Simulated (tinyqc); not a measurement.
Inside a calculation. Method: Born-Oppenheimer dynamics on the RHF/sto-3g surface (energies and gradients from PySCF), for H2O, spin multiplicity 1. Computed by tinyqc, a small Python program that keeps every step (integrals from PySCF). Settings: charge = 0, multiplicity = 1, basis = sto-3g, time step (fs) = 1.0, steps = 24. Command: `OMP_NUM_THREADS=1 python tinyqc.py 30513 30514 out.jsonl` (the two numbers bound the seeds that draw the settings). One thread of a shared host (Intel(R) Xeon(R) Processor @ 2.60GHz), about 1 s of CPU time with the checks.

## Velocity Verlet step 1

positions (bohr), order 1O, 2H, 3H:
$$\begin{pmatrix}
0.090707 & -0.115273 & -0.058582 \\
0.011338 & 1.670518 & 0.997775 \\
-0.068030 & -1.662959 & 0.897620
\end{pmatrix}$$

velocities (bohr per atomic time unit), order 1O, 2H, 3H:
$$\begin{pmatrix}
0.000023334 & -0.000023726 & -0.000006715 \\
-0.000115666 & 0.000278274 & 0.000141285 \\
-0.000254666 & 0.000098274 & -0.000034715
\end{pmatrix}$$

gradient (hartree/bohr), order 1O, 2H, 3H:
$$\begin{pmatrix}
-0.00680915 & -0.11388154 & 0.03028789 \\
0.00044807 & 0.11380361 & 0.02202374 \\
0.00636108 & 0.00007793 & -0.05231163
\end{pmatrix}$$

masses (electron masses): 1O 29156.946388, 2H 1837.152588, 3H 1837.152588

gradient after step 1 (hartree/bohr), order 1O, 2H, 3H:
$$\begin{pmatrix}
-0.00629022 & -0.09281733 & 0.02720871 \\
0.00073641 & 0.10003915 & 0.01709501 \\
0.00555382 & -0.00722182 & -0.04430372
\end{pmatrix}$$

dt = 1 fs = 41.3414 atomic units; x' = x + v dt - g dt^2 / (2m); after the new gradient g', v' = v - (g + g') dt / (2m).

positions after step 1 (bohr), order 1O, 2H, 3H:
$$\begin{pmatrix}
0.091871 & -0.112916 & -0.059747 \\
0.006348 & 1.629086 & 0.993372 \\
-0.081517 & -1.658932 & 0.920518
\end{pmatrix}$$

velocities after step 1 (bohr per atomic time unit), order 1O, 2H, 3H:
$$\begin{pmatrix}
0.000032621 & 0.000122812 & -0.000047477 \\
-0.000128993 & -0.002127774 & -0.000298859 \\
-0.000388726 & 0.000178653 & 0.001052351
\end{pmatrix}$$

## Velocity Verlet step 2

gradient after step 2 (hartree/bohr), order 1O, 2H, 3H:
$$\begin{pmatrix}
-0.00469614 & -0.01690998 & 0.03008926 \\
0.00262780 & 0.04249622 & -0.00929565 \\
0.00206834 & -0.02558624 & -0.02079361
\end{pmatrix}$$

As before.

positions after step 2 (bohr), order 1O, 2H, 3H:
$$\begin{pmatrix}
0.093404 & -0.105119 & -0.062507 \\
0.000673 & 1.494588 & 0.973065 \\
-0.100171 & -1.648187 & 0.984631
\end{pmatrix}$$

velocities after step 2 (bohr per atomic time unit), order 1O, 2H, 3H:
$$\begin{pmatrix}
0.000040410 & 0.000200603 & -0.000088098 \\
-0.000166845 & -0.003731507 & -0.000386613 \\
-0.000474487 & 0.000547793 & 0.001784792
\end{pmatrix}$$

## Energy conservation

The total energy should stay constant up to terms of order dt^2; the step counts as short enough if it moves by less than 2 % of the largest kinetic energy.

Trajectory:
```
time (fs)  1O-2H (angstrom)  potential (hartree)  kinetic (hartree)  total (hartree)
0.000000           1.098758         -74.93978828         0.00018811     -74.93960017
1.000000           1.078139         -74.94579958         0.00570976     -74.94008982
2.000000           1.009615         -74.95859645         0.01708543     -74.94151101
3.000000           0.928066         -74.95878792         0.01744758     -74.94134034
4.000000           0.896465         -74.95292906         0.01343433     -74.93949473
5.000000           0.948790         -74.96051835         0.01875874     -74.94175961
6.000000           1.036061         -74.95618535         0.01507259     -74.94111276
7.000000           1.101856         -74.94371934         0.00380696     -74.93991239
8.000000           1.119015         -74.94038638         0.00067293     -74.93971345
9.000000           1.082088         -74.94968607         0.00930131     -74.94038476
10.000000          1.003710         -74.96091853         0.01926736     -74.94165117
11.000000          0.922108         -74.95799284         0.01704893     -74.94094391
12.000000          0.899275         -74.95373084         0.01398473     -74.93974611
13.000000          0.955972         -74.95998147         0.01811717     -74.94186430
14.000000          1.035917         -74.95197581         0.01125526     -74.94072055
15.000000          1.085658         -74.94129399         0.00160771     -74.93968628
16.000000          1.083194         -74.94332282         0.00332694     -74.93999589
17.000000          1.030917         -74.95389301         0.01293403     -74.94095898
18.000000          0.954302         -74.95867377         0.01724529     -74.94142847
19.000000          0.905295         -74.95457004         0.01475444     -74.93981560
20.000000          0.930592         -74.95978128         0.01850750     -74.94127378
21.000000          1.006209         -74.95866878         0.01728560     -74.94138318
22.000000          1.076403         -74.94676630         0.00668281     -74.94008348
23.000000          1.107364         -74.94116749         0.00131429     -74.93985320
24.000000          1.088285         -74.94641551         0.00619346     -74.94022205
```

The total energy moves within 2.4e-03 hartree; that is over 2 % of the largest kinetic energy, so the time step is too long.
